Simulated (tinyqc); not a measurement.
Worked calculation: CIS on RHF in the sto-3g basis, frozen core, for H2O, spin multiplicity 1. Computed by tinyqc, a small Python program that keeps every step (integrals from PySCF). Settings: charge = 0, multiplicity = 1, basis = sto-3g, method = RHF, frozen orbitals = 1, energy threshold = 1e-10, iteration cap = 72, orthogonalisation = symmetric, start = core, DIIS depth = 6. Command: `OMP_NUM_THREADS=1 python tinyqc.py 20718 20719 out.jsonl` (the two numbers bound the seeds that draw the settings). One thread of a shared host (Intel(R) Xeon(R) Processor @ 2.60GHz), about 0.07 s of CPU time with the checks. The early iterations of the SCF are left out here.

## One-electron integrals

Geometry (angstrom):
```
atom,x,y,z
O,0.0000,0.0000,0.0000
H,0.0000,0.9090,0.6660
H,0.0000,-0.9090,0.6660
```

Basis sto-3g: exponents (1/bohr^2) and contraction coefficients of normalised primitives:
```
element,l (shell),exponent,coefficient
O,s (1),130.7093,0.1543
O,s (1),23.8089,0.5353
O,s (1),6.4436,0.4446
O,s (2),5.0332,-0.1000
O,s (2),1.1696,0.3995
O,s (2),0.3804,0.7001
O,p (3),5.0332,0.1559
O,p (3),1.1696,0.6077
O,p (3),0.3804,0.3920
H,s (1),3.4253,0.1543
H,s (1),0.6239,0.5353
H,s (1),0.1689,0.4446
```

Overlap, kinetic and nuclear-attraction integrals over the contracted functions; the nuclear repulsion is the sum of Za Zb / Rab.

nuclear repulsion = 7.804660 hartree

overlap S, lower triangle:
```
,1O 1s,1O 2s,1O 2px,1O 2py,1O 2pz,2H 1s,3H 1s
1O 1s,1.0000
1O 2s,0.2367,1.0000
1O 2px,0.0000,0.0000,1.0000
1O 2py,0.0000,0.0000,0.0000,1.0000
1O 2pz,0.0000,0.0000,0.0000,0.0000,1.0000
2H 1s,0.0360,0.3707,0.0000,0.2665,0.1952,1.0000
3H 1s,0.0360,0.3707,0.0000,-0.2665,0.1952,0.1596,1.0000
```

kinetic energy T (hartree), lower triangle:
```
,1O 1s,1O 2s,1O 2px,1O 2py,1O 2pz,2H 1s,3H 1s
1O 1s,29.0032
1O 2s,-0.1680,0.8081
1O 2px,0.0000,0.0000,2.5287
1O 2py,0.0000,0.0000,0.0000,2.5287
1O 2pz,0.0000,0.0000,0.0000,0.0000,2.5287
2H 1s,-0.0088,0.0618,0.0000,0.1380,0.1011,0.7600
3H 1s,-0.0088,0.0618,0.0000,-0.1380,0.1011,-0.0067,0.7600
```

nuclear attraction V (hartree), lower triangle:
```
,1O 1s,1O 2s,1O 2px,1O 2py,1O 2pz,2H 1s,3H 1s
1O 1s,-61.5577
1O 2s,-7.4054,-9.9871
1O 2px,0.0000,0.0000,-9.8575
1O 2py,0.0000,0.0000,0.0000,-9.9676
1O 2pz,-0.0132,-0.1626,0.0000,0.0000,-9.9166
2H 1s,-1.1539,-2.8276,0.0000,-1.7873,-1.3506,-5.2042
3H 1s,-1.1539,-2.8276,0.0000,1.7873,-1.3506,-0.9286,-5.2042
```

core Hamiltonian H = T + V (hartree), lower triangle:
```
,1O 1s,1O 2s,1O 2px,1O 2py,1O 2pz,2H 1s,3H 1s
1O 1s,-32.5545
1O 2s,-7.5734,-9.1789
1O 2px,0.0000,0.0000,-7.3287
1O 2py,0.0000,0.0000,0.0000,-7.4389
1O 2pz,-0.0132,-0.1626,0.0000,0.0000,-7.3878
2H 1s,-1.1626,-2.7658,0.0000,-1.6492,-1.2495,-4.4441
3H 1s,-1.1626,-2.7658,0.0000,1.6492,-1.2495,-0.9353,-4.4441
```

## Two-electron integrals

Functions are numbered as in S; the eight-fold symmetry (ij|kl) = (ji|kl) = (kl|ij) leaves the list below.

Two-electron integrals (ij|kl) in chemists' order, unique and non-zero (hartree):
```
i,j,k,l,(ij|kl)
1,1,1,1,4.7851
2,1,1,1,0.7414
2,1,2,1,0.1369
2,2,1,1,1.1189
2,2,2,1,0.2566
2,2,2,2,0.8172
3,1,3,1,0.0245
3,2,3,1,0.0378
3,2,3,2,0.1805
3,3,1,1,1.1158
3,3,2,1,0.2567
3,3,2,2,0.8170
3,3,3,3,0.8802
4,1,4,1,0.0245
4,2,4,1,0.0378
4,2,4,2,0.1805
4,3,4,3,0.0474
4,4,1,1,1.1158
4,4,2,1,0.2567
4,4,2,2,0.8170
4,4,3,3,0.7853
4,4,4,4,0.8802
5,1,5,1,0.0245
5,2,5,1,0.0378
5,2,5,2,0.1805
5,3,5,3,0.0474
5,4,5,4,0.0474
5,5,1,1,1.1158
5,5,2,1,0.2567
5,5,2,2,0.8170
5,5,3,3,0.7853
5,5,4,4,0.7853
5,5,5,5,0.8802
6,1,1,1,0.1142
6,1,2,1,0.0209
6,1,2,2,0.0390
6,1,3,3,0.0390
6,1,4,1,0.0008
6,1,4,2,0.0015
6,1,4,4,0.0391
6,1,5,1,0.0006
6,1,5,2,0.0011
6,1,5,4,1.12e-04
6,1,5,5,0.0390
6,1,6,1,0.0032
6,2,1,1,0.2983
6,2,2,1,0.0694
6,2,2,2,0.2471
6,2,3,3,0.2427
6,2,4,1,0.0042
6,2,4,2,0.0331
6,2,4,4,0.2511
6,2,5,1,0.0031
6,2,5,2,0.0243
6,2,5,4,0.0061
6,2,5,5,0.2472
6,2,6,1,0.0108
6,2,6,2,0.0952
6,3,3,1,0.0070
6,3,3,2,0.0417
6,3,4,3,0.0067
6,3,5,3,0.0049
6,3,6,3,0.0131
6,4,1,1,0.1804
6,4,2,1,0.0425
6,4,2,2,0.1614
6,4,3,3,0.1542
6,4,4,1,0.0092
6,4,4,2,0.0620
6,4,4,4,0.1729
6,4,5,1,0.0016
6,4,5,2,0.0149
6,4,5,4,0.0087
6,4,5,5,0.1570
6,4,6,1,0.0069
6,4,6,2,0.0756
6,4,6,4,0.0724
6,5,1,1,0.1321
6,5,2,1,0.0311
6,5,2,2,0.1183
6,5,3,3,0.1130
6,5,4,1,0.0016
6,5,4,2,0.0149
6,5,4,4,0.1168
6,5,5,1,0.0082
6,5,5,2,0.0526
6,5,5,4,0.0095
6,5,5,5,0.1249
6,5,6,1,0.0051
6,5,6,2,0.0554
6,5,6,4,0.0435
6,5,6,5,0.0449
6,6,1,1,0.4605
6,6,2,1,0.1088
6,6,2,2,0.4462
6,6,3,3,0.4288
6,6,4,1,0.0080
6,6,4,2,0.0886
6,6,4,4,0.4623
6,6,5,1,0.0059
6,6,5,2,0.0649
6,6,5,4,0.0246
6,6,5,5,0.4468
6,6,6,1,0.0171
6,6,6,2,0.2235
6,6,6,4,0.2025
6,6,6,5,0.1484
6,6,6,6,0.7746
7,1,1,1,0.1142
7,1,2,1,0.0209
7,1,2,2,0.0390
7,1,3,3,0.0390
7,1,4,1,-0.0008
7,1,4,2,-0.0015
7,1,4,4,0.0391
7,1,5,1,0.0006
7,1,5,2,0.0011
7,1,5,4,-1.12e-04
7,1,5,5,0.0390
7,1,6,1,0.0032
7,1,6,2,0.0105
7,1,6,4,0.0061
7,1,6,5,0.0049
7,1,6,6,0.0164
7,1,7,1,0.0032
7,2,1,1,0.2983
7,2,2,1,0.0694
7,2,2,2,0.2471
7,2,3,3,0.2427
7,2,4,1,-0.0042
7,2,4,2,-0.0331
7,2,4,4,0.2511
7,2,5,1,0.0031
7,2,5,2,0.0243
7,2,5,4,-0.0061
7,2,5,5,0.2472
7,2,6,1,0.0105
7,2,6,2,0.0749
7,2,6,4,0.0415
7,2,6,5,0.0423
7,2,6,6,0.1411
7,2,7,1,0.0108
7,2,7,2,0.0952
7,3,3,1,0.0070
7,3,3,2,0.0417
7,3,4,3,-0.0067
7,3,5,3,0.0049
7,3,6,3,0.0099
7,3,7,3,0.0131
7,4,1,1,-0.1804
7,4,2,1,-0.0425
7,4,2,2,-0.1614
7,4,3,3,-0.1542
7,4,4,1,0.0092
7,4,4,2,0.0620
7,4,4,4,-0.1729
7,4,5,1,-0.0016
7,4,5,2,-0.0149
7,4,5,4,0.0087
7,4,5,5,-0.1570
7,4,6,1,-0.0061
7,4,6,2,-0.0415
7,4,6,4,-0.0136
7,4,6,5,-0.0230
7,4,6,6,-0.0716
7,4,7,1,-0.0069
7,4,7,2,-0.0756
7,4,7,4,0.0724
7,5,1,1,0.1321
7,5,2,1,0.0311
7,5,2,2,0.1183
7,5,3,3,0.1130
7,5,4,1,-0.0016
7,5,4,2,-0.0149
7,5,4,4,0.1168
7,5,5,1,0.0082
7,5,5,2,0.0526
7,5,5,4,-0.0095
7,5,5,5,0.1249
7,5,6,1,0.0049
7,5,6,2,0.0423
7,5,6,4,0.0230
7,5,6,5,0.0334
7,5,6,6,0.0867
7,5,7,1,0.0051
7,5,7,2,0.0554
7,5,7,4,-0.0435
7,5,7,5,0.0449
7,6,1,1,0.0926
7,6,2,1,0.0217
7,6,2,2,0.0841
7,6,3,3,0.0822
7,6,4,4,0.0839
7,6,5,1,0.0015
7,6,5,2,0.0142
7,6,5,5,0.0862
7,6,6,1,0.0034
7,6,6,2,0.0320
7,6,6,4,0.0222
7,6,6,5,0.0210
7,6,6,6,0.0784
7,6,7,1,0.0034
7,6,7,2,0.0320
7,6,7,4,-0.0222
7,6,7,5,0.0210
7,6,7,6,0.0135
7,7,1,1,0.4605
7,7,2,1,0.1088
7,7,2,2,0.4462
7,7,3,3,0.4288
7,7,4,1,-0.0080
7,7,4,2,-0.0886
7,7,4,4,0.4623
7,7,5,1,0.0059
7,7,5,2,0.0649
7,7,5,4,-0.0246
7,7,5,5,0.4468
7,7,6,1,0.0164
7,7,6,2,0.1411
7,7,6,4,0.0716
7,7,6,5,0.0867
7,7,6,6,0.2892
7,7,7,1,0.0171
7,7,7,2,0.2235
7,7,7,4,-0.2025
7,7,7,5,0.1484
7,7,7,6,0.0784
7,7,7,7,0.7746
```

## Orthogonalisation

S = U s U^T; symmetric (Loewdin) form X = U s^(-1/2) U^T, so that X^T S X = 1.

eigenvalues of S: 0.4512  0.5350  0.8889  1.0000  1.0970  1.3054  1.7224

X, lower triangle:
```
,1O 1s,1O 2s,1O 2px,1O 2py,1O 2pz,2H 1s,3H 1s
1O 1s,1.0235
1O 2s,-0.1359,1.1461
1O 2px,0.0000,0.0000,1.0000
1O 2py,0.0000,0.0000,0.0000,1.0703
1O 2pz,-0.0068,0.0639,0.0000,0.0000,1.0329
2H 1s,0.0185,-0.2119,0.0000,-0.1701,-0.1095,1.1178
3H 1s,0.0185,-0.2119,0.0000,0.1701,-0.1095,-0.0543,1.1178
```

## Iteration 8 (converged): orbitals

converged F (hartree), lower triangle:
```
,1O 1s,1O 2s,1O 2px,1O 2py,1O 2pz,2H 1s,3H 1s
1O 1s,-20.2540
1O 2s,-5.1633,-2.4032
1O 2px,0.0000,0.0000,-0.3851
1O 2py,0.0000,0.0000,0.0000,-0.2207
1O 2pz,-0.0248,-0.0642,0.0000,0.0000,-0.2625
2H 1s,-0.8008,-0.7641,0.0000,-0.3564,-0.3067,-0.3921
3H 1s,-0.8008,-0.7641,0.0000,0.3564,-0.3067,-0.2198,-0.3921
```

Diagonalise F' = X^T F X, C = X C', fill 5 alpha and 5 beta electrons from the bottom; D = 2 C_occ C_occ^T. Each column has its largest component positive (the first on a tie).

F' = X^T F X (hartree), lower triangle:
```
,1,2,3,4,5,6,7
1,-19.8801
2,-2.6835,-1.3208
3,0.0000,0.0000,-0.3851
4,0.0000,0.0000,0.0000,-0.0032
5,-0.0514,0.0966,0.0000,0.0000,-0.1514
6,-0.0833,-0.3884,0.0000,-0.3931,-0.2861,-0.0247
7,-0.0833,-0.3884,0.0000,0.3931,-0.2861,-0.0595,-0.0247
```

orbital energies (hartree): MO1 -20.2623, MO2 -1.1983, MO3 -0.5405, MO4 -0.4251, MO5 -0.3851, MO6 0.4491, MO7 0.5721

coefficients C:
```
,MO1,MO2,MO3,MO4,MO5,MO6,MO7
1O 1s,0.9945,-0.2405,0.0000,0.0900,0.0000,-0.1091,0.0000
1O 2s,0.0238,0.8951,0.0000,-0.4600,0.0000,0.6424,0.0000
1O 2px,0.0000,0.0000,0.0000,0.0000,1.0000,0.0000,0.0000
1O 2py,0.0000,0.0000,0.6023,0.0000,0.0000,0.0000,0.9168
1O 2pz,0.0029,0.0770,0.0000,0.7531,0.0000,0.7224,0.0000
2H 1s,-0.0044,0.1411,0.4537,0.3347,0.0000,-0.7006,-0.7142
3H 1s,-0.0044,0.1411,-0.4537,0.3347,0.0000,-0.7006,0.7142
```

D after iteration 8, lower triangle:
```
,1O 1s,1O 2s,1O 2px,1O 2py,1O 2pz,2H 1s,3H 1s
1O 1s,2.1099
1O 2s,-0.4661,2.0266
1O 2px,0.0000,0.0000,2.0000
1O 2py,0.0000,0.0000,0.0000,0.7256
1O 2pz,0.1043,-0.5549,0.0000,0.0000,1.1463
2H 1s,-0.0164,-0.0556,0.0000,0.5465,0.5258,0.6755
3H 1s,-0.0164,-0.0556,0.0000,-0.5465,0.5258,-0.1477,0.6755
```

## Convergence

Stop when the energy changes by less than 1e-10 hartree and every element of the error matrix X^T (F D S - S D F) X is below 3e-06.

Course of the cycle:
```
iteration,E (hartree),change,largest element of the error matrix
1,-73.297721,-,5.41e-01
2,-74.790611,-1.49e+00,2.71e-01
3,-74.924693,-1.34e-01,5.12e-02
4,-74.928529,-3.84e-03,1.17e-02
5,-74.928825,-2.96e-04,2.94e-03
6,-74.928861,-3.60e-05,3.09e-04
7,-74.928861,-1.59e-07,2.94e-06
8,-74.928861,-2.05e-11,1.32e-07
```

PySCF RHF in the same basis = -74.928861 hartree

Converged in 8 iterations.

## Integrals over molecular orbitals

(pq|rs) = sum C_ip C_jq C_kr C_ls (ij|kl), one index at a time.

one-electron integrals over orbitals h = C^T H C (hartree), lower triangle:
```
,1,2,3,4,5,6,7
1,-32.5379
2,0.5711,-7.5496
3,0.0000,0.0000,-5.9458
4,-0.2000,0.5277,0.0000,-6.5602
5,0.0000,0.0000,0.0000,0.0000,-7.3287
6,0.2511,-1.1889,0.0000,-1.3329,0.0000,-5.2453
7,0.0000,0.0000,-1.7870,0.0000,0.0000,0.0000,-5.5127
```

Two-electron integrals over orbitals (pq|rs), unique and non-zero (hartree); the lowest 1 orbital is frozen and left out:
```
p,q,r,s,(pq|rs)
2,2,2,2,0.7239
3,2,3,2,0.1288
3,3,2,2,0.6093
3,3,3,3,0.5866
4,2,2,2,-0.0268
4,2,3,3,0.0041
4,2,4,2,0.1302
4,3,3,2,0.0293
4,3,4,3,0.0562
4,4,2,2,0.6617
4,4,3,3,0.5613
4,4,4,2,-0.0937
4,4,4,4,0.7000
5,2,5,2,0.1513
5,3,5,3,0.0259
5,4,5,2,-0.0428
5,4,5,4,0.0475
5,5,2,2,0.7558
5,5,3,3,0.5961
5,5,4,2,-0.0792
5,5,4,4,0.6897
5,5,5,5,0.8802
6,2,2,2,0.1290
6,2,3,3,0.0630
6,2,4,2,0.0338
6,2,4,4,0.0630
6,2,5,5,0.1393
6,2,6,2,0.0933
6,3,3,2,-0.0393
6,3,4,3,-0.0400
6,3,6,3,0.0782
6,4,2,2,0.1303
6,4,3,3,0.0479
6,4,4,2,-0.0464
6,4,4,4,0.1325
6,4,5,5,0.1514
6,4,6,2,0.0609
6,4,6,4,0.0982
6,5,5,2,0.0509
6,5,5,4,0.0061
6,5,6,5,0.0338
6,6,2,2,0.5866
6,6,3,3,0.5433
6,6,4,2,0.0477
6,6,4,4,0.5396
6,6,5,5,0.5720
6,6,6,2,0.0888
6,6,6,4,0.0526
6,6,6,6,0.5746
7,2,3,2,0.0564
7,2,4,3,-0.0287
7,2,6,3,0.0288
7,2,7,2,0.0694
7,3,2,2,0.1686
7,3,3,3,0.0882
7,3,4,2,-0.0752
7,3,4,4,0.1439
7,3,5,5,0.2047
7,3,6,2,0.0679
7,3,6,4,0.1018
7,3,6,6,0.0444
7,3,7,3,0.1596
7,4,3,2,-0.0707
7,4,4,3,-0.0145
7,4,6,3,0.0563
7,4,7,2,-0.0176
7,4,7,4,0.0701
7,5,5,3,0.0239
7,5,7,5,0.0254
7,6,3,2,0.0856
7,6,4,3,0.0638
7,6,6,3,-0.0694
7,6,7,2,-0.0025
7,6,7,4,-0.0602
7,6,7,6,0.1135
7,7,2,2,0.6082
7,7,3,3,0.5782
7,7,4,2,-0.0201
7,7,4,4,0.5779
7,7,5,5,0.6096
7,7,6,2,0.0608
7,7,6,4,0.0534
7,7,6,6,0.5454
7,7,7,3,0.0994
7,7,7,7,0.5950
```

## CIS matrix, singlets

A(ia,jb) = (e_a - e_i) d_ij d_ab + 2 (ia|jb) - (ij|ab).

CIS matrix A, singlet (hartree), lower triangle:
```
,2>6,2>7,3>6,3>7,4>6,4>7,5>6,5>7
2>6,1.2475
2>7,0.0000,1.3009
3>6,0.0000,-0.0280,0.6027
3>7,0.0501,0.0000,0.0000,0.8536
4>6,0.0741,0.0000,0.0000,0.1398,0.5310
4>7,0.0000,-0.0150,0.0488,0.0000,0.0000,0.5595
5>6,0.0000,0.0000,0.0000,0.0000,0.0000,0.0000,0.3299
5>7,0.0000,0.0000,0.0000,0.0000,0.0000,0.0000,0.0000,0.3985
```

## CIS singlet states

dipole integrals <i|r|a> (bohr):
```
,x,y,z
2>6,0.0000,0.0000,-0.0248
2>7,0.0000,-0.0701,0.0000
3>6,0.0000,-0.9671,0.0000
3>7,0.0000,0.0000,-0.6895
4>6,0.0000,0.0000,-0.5781
4>7,0.0000,-0.8021,0.0000
5>6,0.0711,0.0000,0.0000
5>7,0.0000,0.0000,0.0000
```

Diagonalise A (1 hartree = 27.211386 eV); each vector has its largest component positive (the first on a tie). The transition dipole is mu = sqrt2 sum c_ia <i|r|a>.

singlet excitation energies (eV): 8.9778  10.8434  12.9337  14.3610  17.2224  24.2482  34.4405  35.4408

lowest vectors:
```
,state 1,state 2,state 3,state 4,state 5,state 6
2>6,0.0000,0.0000,-0.0681,0.0000,0.0000,-0.1967
2>7,0.0000,0.0000,0.0000,-0.0035,0.0473,0.0000
3>6,0.0000,0.0000,0.0000,-0.5465,0.8365,0.0000
3>7,0.0000,0.0000,-0.3378,0.0000,0.0000,0.9270
4>6,0.0000,0.0000,0.9387,0.0000,0.0000,0.3193
4>7,0.0000,0.0000,0.0000,0.8375,0.5460,0.0000
5>6,1.0000,0.0000,0.0000,0.0000,0.0000,0.0000
5>7,0.0000,1.0000,0.0000,0.0000,0.0000,0.0000
```

oscillator strengths 2/3 w |mu|^2: 0.0022  0.0000  0.0601  0.0144  1.3190  0.7968

## CIS matrix, triplets

A(ia,jb) = (e_a - e_i) d_ij d_ab - (ij|ab).

CIS matrix A, triplet (hartree), lower triangle:
```
,2>6,2>7,3>6,3>7,4>6,4>7,5>6,5>7
2>6,1.0608
2>7,0.0000,1.1622
3>6,0.0000,-0.0856,0.4463
3>7,-0.0856,0.0000,0.0000,0.5344
4>6,-0.0477,0.0000,0.0000,-0.0638,0.3346
4>7,0.0000,0.0201,-0.0638,0.0000,0.0000,0.4193
5>6,0.0000,0.0000,0.0000,0.0000,0.0000,0.0000,0.2623
5>7,0.0000,0.0000,0.0000,0.0000,0.0000,0.0000,0.0000,0.3476
```

## CIS triplet states

Diagonalise A (1 hartree = 27.211386 eV); each vector has its largest component positive (the first on a tie).

triplet excitation energies (eV): 7.1371  8.4168  9.4586  9.9505  13.3020  14.8079  29.2872  31.9275

lowest vectors:
```
,state 1,state 2,state 3,state 4,state 5,state 6
2>6,0.0000,0.0948,0.0000,0.0000,0.0000,0.1268
2>7,0.0000,0.0000,0.0000,0.0510,0.1147,0.0000
3>6,0.0000,0.0000,0.0000,0.6521,0.7486,0.0000
3>7,0.0000,0.3046,0.0000,0.0000,0.0000,0.9406
4>6,0.0000,0.9477,0.0000,0.0000,0.0000,-0.3150
4>7,0.0000,0.0000,0.0000,0.7564,-0.6531,0.0000
5>6,1.0000,0.0000,0.0000,0.0000,0.0000,0.0000
5>7,0.0000,0.0000,1.0000,0.0000,0.0000,0.0000
```
